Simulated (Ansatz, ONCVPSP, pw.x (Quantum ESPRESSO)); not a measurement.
# Equation-of-state test of one ONCV potential (Ge)

| Property | Result |
| --- | --- |
| Element | germanium |
| Generator | ONCVPSP 4.0.1.1 (patched build) |
| Type | optimised norm-conserving Vanderbilt (ONCV) |
| Functional | PBE |
| Relativity | scalar-relativistic |
| Frozen core | [Ar] 3d10 |
| Valence charge | 4 |
| Reference configuration | 4s2 4p1.75 (charge +0.25) |
| Partial waves | 4s: rc 1.40 bohr, ncon 4, nbas 7, qcut 4.5 1/bohr, local; 4p: rc 2.25 bohr, ncon 4, nbas 8, qcut 3.5 1/bohr, 2 projectors, debl 1.1 Ha; d scattering state at 0.27 Ha: rc 2.30 bohr, ncon 5, nbas 8, qcut 4.1 1/bohr, 2 projectors, debl 2.7 Ha |
| Local potential | the s channel |
| Core correction | Teter function, fcfact 4.75, rcfact 1.7 |

Atomic tests: cutoffs needed: 26 Ha and 60 Ha (the cutoffs (Ha) at which the residual kinetic energy of the hardest occupied pseudo-wave falls to 1 and 0.1 mHa per electron); ghost test: ghosts flagged at negative energy: p at -65.0 eV; GHOST(+) flagged for d at 99.6 eV; a true bound ghost makes a file unfit for plane-wave use; largest excitation error: -307 meV (all-electron minus pseudo) for 4s2 4p0, out of 4 test configurations.

Crystal test: diamond Ge in pw.x 7.5, no spin, 8³ k-points, Fermi–Dirac smearing 0.01 Ry, cutoffs 140/560 Ry. The reference is all-electron LAPW (Ansatz 0.2.0) with the same functional, mesh and smearing; V0 and B0 come from Birch–Murnaghan fits to the pressures at five volumes. Errors are pseudo minus all-electron; Δ is the rms difference of the E(V) curves that follow from these fits, minima aligned, over ±6 % about the mean V0. Mesh and smearing are coarse, so the numbers serve the comparison and aren't converged zero-temperature values; the lattice is a test structure that the element need not adopt.

```json
{"V (Å³/atom)": "22.753", "P all-electron (GPa)": "3.34", "P pseudo (GPa)": "-318.25"}
{"V (Å³/atom)": "23.352", "P all-electron (GPa)": "1.55", "P pseudo (GPa)": "-309.55"}
{"V (Å³/atom)": "23.951", "P all-electron (GPa)": "0.00", "P pseudo (GPa)": "-301.14"}
{"V (Å³/atom)": "24.550", "P all-electron (GPa)": "-1.34", "P pseudo (GPa)": "-293.23"}
{"V (Å³/atom)": "25.149", "P all-electron (GPa)": "-2.50", "P pseudo (GPa)": "-285.96"}
```

All-electron: a0 = 5.765 Å (V0 = 23.95 Å³/atom), B0 = 57.6 GPa.

Pseudopotential: converged, but broken (pressure over 100 GPa off). The pressure does not cross zero within the volumes sampled, so no fit is given. The pseudo pressure rises with volume over the whole range, a mechanical instability. Note: ghosts flagged at negative energy: p at -65.0 eV; GHOST(+) flagged for d at 99.6 eV. A true bound ghost makes a file unfit for plane-wave use. A pressure error of this size marks a broken potential; the numbers have no physical meaning.

Task: At the middle volume, how do free energy and pressure move when the wave cutoff is lowered (ecutrho kept at four times it)?

Result:

```tsv
cutoff (Ry)	shift of F (meV/atom)	shift of P (GPa)
63	+70983.9	-80.21
84	+23677.8	-349.75
112	+12196.0	+211.55
```

The run at the middle volume (29 k-points, 26 iterations) took about 4.4 min on one core of a shared host (Neoverse-N1, 64 threads, 124 GiB, load 59).
